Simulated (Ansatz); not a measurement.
H$_{3}$S⁺, triplet along the distance S1-H2

Starting geometry (PBE0/def2-TZVP stationary point for this spin, not checked as a minimum):

| atom | x (Å) | y (Å) | z (Å) |
| --- | --- | --- | --- |
| S | 0.0000 | -0.0391 | 0.0000 |
| H | 0.0000 | 1.3184 | 0.0000 |
| H | 0.0000 | -0.0372 | 1.5201 |
| H | 0.0000 | -0.0372 | -1.5201 |

From there H2 moves along the line of the two atoms named below, all else staying in place; atoms are numbered as listed. Energies are in kcal/mol, counted from the starting geometry at the same level.

Basis 6-31G; Ansatz 0.2.0. Correlated methods freeze the noble-gas cores. Prefix R: restricted or restricted open-shell reference; prefix U: unrestricted. Active spaces: valence = (8e, 7o) chosen from the atoms' valence shells.

Unrestricted rows (U) aren't spin-pure: their determinants' ⟨S²⟩ exceeds S(S+1) by up to 0.69, so they mix in states of higher spin. Runs in a small pair space aren't shown, since their orbitals change along the scan. A value is left out where its run failed or describes another state than the reference as far as symmetry and spin tell, or, spin-broken singlets apart, can't be checked. So is a cluster or MP2 value whose T1 reaches 0.2, or 0.1 on a determinant over 1 eV above the lowest, or whose CCSD ends far below full CI on such a determinant. The reference follows the lowest state, whose symmetry changes from B1 to A1 between 3.018 and 3.628.

Full CI is exact within this basis and frozen core; it isn't the basis-set limit. The frozen core follows each run's orbitals, which can shift R against U totals by a few meV.

```
distance S1-H2 (Å)  full CI  unpaired electrons (full CI)  error UHF  error UCCSD  error BCCD(T)  error CASSCF (valence space)  error NEVPT4(SD) (valence space)  error MRCISD+Q (valence space)
             1.106     35.1                          2.02       -3.6         -0.1            0.0                          -0.1                               0.0                             0.0
             1.235      8.0                          2.02       -1.8          0.0            0.0                           0.0                               0.0                             0.0
             1.357      0.0                          2.03        0.0          0.0            0.0                           0.0                               0.0                             0.0
             1.485      1.1                          2.04        2.0          0.1            0.0                          -0.1                               0.0                             0.0
             1.690     11.1                          2.06        5.3          0.2            0.1                          -0.4                               0.0                             0.0
             1.882     22.8                          2.11        6.2          0.4            0.2                          -0.5                               0.0                             0.0
             2.198     39.3                          2.30        1.0          1.6              –                          -0.2                               0.3                             0.3
             2.567     40.3                          2.03       -7.1          0.0            0.0                          -0.7                               0.2                             0.1
             3.018     37.3                          2.03       -7.5         -0.1            0.0                          -1.1                               0.1                             0.0
             3.628     36.4                          2.03       -7.6         -0.1            0.0                          -1.1                               0.1                             0.0
             4.582     36.3                          2.03       -7.6         -0.1            0.0                          -1.1                               0.1                             0.0
```

Unpaired electrons are Σ n²(2−n)² over natural occupations. Errors are those of relative energies. In total energy the starting point itself misses full CI by: UHF 46.0, UCCSD 0.6, BCCD(T) 0.2, CASSCF (valence space) 16.0, NEVPT4(SD) (valence space) 0.4, MRCISD+Q (valence space) 0.1 kcal/mol.

Spread of the error over the points with a reference, to 4.582 Å (largest less smallest): BCCD(T) 0.2 (10 of 11 points), NEVPT4(SD) (valence space) 0.3, MRCISD+Q (valence space) 0.3, CASSCF (valence space) 1.2, UCCSD 1.7, UHF 13.8 kcal/mol.

Going outwards, the relative energy of UCCSD first misses by more than 1.0 kcal/mol at 2.198 Å.

MRCISD+Q (valence space) stays parallel to the reference within 0.3 kcal/mol over the points shown.
